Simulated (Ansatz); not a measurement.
Write a Python script for Ansatz 0.2.0 through its Python package that makes a composite energy at a relaxed geometry of CH2S (charge -1), SMILES [CH2][S-]. Use (for the species named): r2SCAN, def2-SVP basis, multiplicity 2.

| atom | x (Å) | y (Å) | z (Å) |
| --- | --- | --- | --- |
| C | -0.1970 | 0.0032 | 0.3111 |
| S | 1.5376 | -0.0443 | -0.0708 |
| H | -0.6438 | 0.9260 | -0.1126 |
| H | -0.6967 | -0.8848 | -0.1277 |

Script `run_composite.py`:
```python
'''Relax CH2S(-) cheaply, then refine its energy.'''

import itertools

import ansatz as az
from ase import Atoms
from ase.data import atomic_numbers, covalent_radii
import numpy as np

atoms = Atoms(['C', 'S', 'H', 'H'], positions=[
    (-0.197, 0.0032, 0.3111),
    (1.5376, -0.0443, -0.0708),
    (-0.6438, 0.926, -0.1126),
    (-0.6967, -0.8848, -0.1277),
])
geometry = az.Crystal.molecule_from_ase(atoms)

model = geometry.calculation()
model = model.basis(gaussian='def2-SVP')
model = model.functional('r2scan')
model = model.charge(-1).spin('collinear', total=1)
model = model.scf(lower_state_search='standard')
symbols = [site.symbol for site in geometry.cartesian_sites]
start = np.array([site.position_ang for site in geometry.cartesian_sites], dtype=float)
rep = model.relax(force_tolerance=0.01).run(threads=1, backend='cpu').report
end = np.array(rep['positions_ang'])
# pairs closer than 1.2 times the sum of covalent radii, before or after
radius = [covalent_radii[atomic_numbers[s]] for s in symbols]
span = lambda where, i, j: np.linalg.norm(where[i] - where[j])
bonded = [(i, j) for i, j in itertools.combinations(range(len(symbols)), 2) if min(span(start, i, j), span(end, i, j)) < 1.2 * (radius[i] + radius[j])]
print('pair        before    after (A)')
for i, j in bonded:
    print(f'{symbols[i]}{i}-{symbols[j]}{j}'.ljust(10), f'{span(start, i, j):8.4f} {span(end, i, j):8.4f}')
for first, second in list(itertools.combinations(bonded, 2)):
    shared = set(first) & set(second)
    if shared and symbols[(j := shared.pop())] != 'H':
        i, k = sorted((set(first) | set(second)) - {j})
        u, v = end[i] - end[j], end[k] - end[j]
        angle = np.degrees(np.arccos(np.clip(u @ v / np.linalg.norm(u) / np.linalg.norm(v), -1, 1)))
        print(f'final angle {symbols[i]}{i}-{symbols[j]}{j}-{symbols[k]}{k}: {angle:.2f} deg')

minimum = az.Crystal.molecule()
for symbol, place in zip(symbols, end):
    minimum = minimum.atom(symbol, place.tolist())
at_minimum = minimum.calculation().charge(-1).spin('collinear', total=1)
# MP2 extrapolated to the basis limit, plus the small-basis difference CCSD(T) - MP2
level = lambda method, basis: at_minimum.basis(gaussian=basis).correlation(method).run(threads=1, backend='cpu').report
small, large, cluster = level('mp2', 'cc-pVDZ'), level('mp2', 'cc-pVTZ'), level('ccsd_t', 'cc-pVDZ')
corr = lambda each: (each['free_energy_ev'] - each['reference_energy_ev']) / 27.211386246
mp2_limit = (27 * corr(large) - 8 * corr(small)) / 19
pieces = {'HF / cc-pVTZ': large['reference_energy_ev'] / 27.211386246, 'MP2 correlation, DZ-TZ limit': mp2_limit, 'CCSD(T) - MP2 / cc-pVDZ': corr(cluster) - corr(small)}
for name, value in pieces.items():
    print(f'{name:32s} {value:14.6f} Ha')
print(f'{"sum":32s} {sum(pieces.values()):14.6f} Ha')
print('T1 diagnostic', round(cluster['correlation']['coupled_cluster']['t1_diagnostic'], 4))
```

`python run_composite.py` gives:
```text
pair        before    after (A)
C0-S1        1.7768   1.7181
C0-H2        1.1094   1.1061
C0-H3        1.1094   1.1061
final angle S1-C0-H2: 122.71 deg
final angle S1-C0-H3: 122.71 deg
final angle H2-C0-H3: 114.57 deg
HF / cc-pVTZ                        -436.552850 Ha
MP2 correlation, DZ-TZ limit          -0.369878 Ha
CCSD(T) - MP2 / cc-pVDZ               -0.037319 Ha
sum                                 -436.960047 Ha
T1 diagnostic 0.0236
```

The settings weren't tested for convergence. The sum leaves out core correlation, relativity, the Hartree-Fock basis error and zero-point energy; a DZ-TZ extrapolation is rough. The run takes the species as open-shell (spin multiplicity 2), which needn't be its ground state. Inner cores stay frozen, so this is valence correlation. For Al to Cl the sets with a tight d function, cc-pV(X+d)Z, are usual. An extrapolation from small basis sets is rough. Anions want diffuse functions, which this basis lacks. Run time: 33 s on 1 thread of Arm Neoverse N1 (shared host), peak memory 0.21 GiB.
